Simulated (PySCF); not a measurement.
Working out the ionisation energy of F

F [He] 2s2 2p5 (2P) → F⁺ [He] 2s2 2p4 (3P). Calculation: PySCF 2.14, in cc-pVTZ-DK (4s3p2d1f, 30 functions); the spin-free X2C one-electron Hamiltonian (Gaussian nucleus). Frozen: 1s2. Energies in hartree (1 hartree = 27.21139 eV):

```csv
part,F (lower),F⁺ (upper)
UHF,-99.492297,-98.917568
CCSD correlation,-0.211402,-0.158590
(T),-0.003596,-0.002047
```

**Question.** What does Hartree-Fock give?

**Answer.** (-98.917568) − (-99.492297) = 0.574729 hartree = 15.639 eV.

**Question.** What do CCSD and CCSD(T) give?

**Answer.** The CCSD correlation energies differ by 0.052812 hartree = 1.437 eV and the triples by 0.001549 hartree = 0.042 eV, so CCSD gives 17.076 eV and CCSD(T) 17.118 eV.

Measured between the centres of the two terms (NIST): 17.427 eV, so CCSD(T) (valence) is off by -0.309 eV.

What remains against the reference includes basis incompleteness, the frozen core and higher excitations.
